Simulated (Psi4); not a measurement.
Process, species as SMILES: C(=O)OC + 4 [H][H] (H2) → 2 C (CH4) + 2 O (H2O)
B3LYP-D3(BJ)/def2-TZVP geometries, fixed; electronic energies without zero-point terms.

Effect of the integral screening threshold at MP2/aug-cc-pVTZ with Psi4, against the last row, where the energy of full hydrogenation is -82.84 kcal/mol. Cores are frozen. Species with rotatable bonds are taken in one conformer.

```tsv
setting	largest shift of a total energy (mEh)	shift of the energy of full hydrogenation (kcal/mol)
ints_tolerance: 1e-6	0.003	-0.002
ints_tolerance: 1e-8	0.000	0.000
ints_tolerance: 1e-10	0.000	0.000
ints_tolerance: 1e-14	0.000	0.000
```

Within 0.02 kcal/mol in the energy of full hydrogenation: ints_tolerance: 1e-6; ints_tolerance: 1e-8; ints_tolerance: 1e-10. The largest shift is 0.003 mEh in a total energy and 0.002 kcal/mol in the difference.
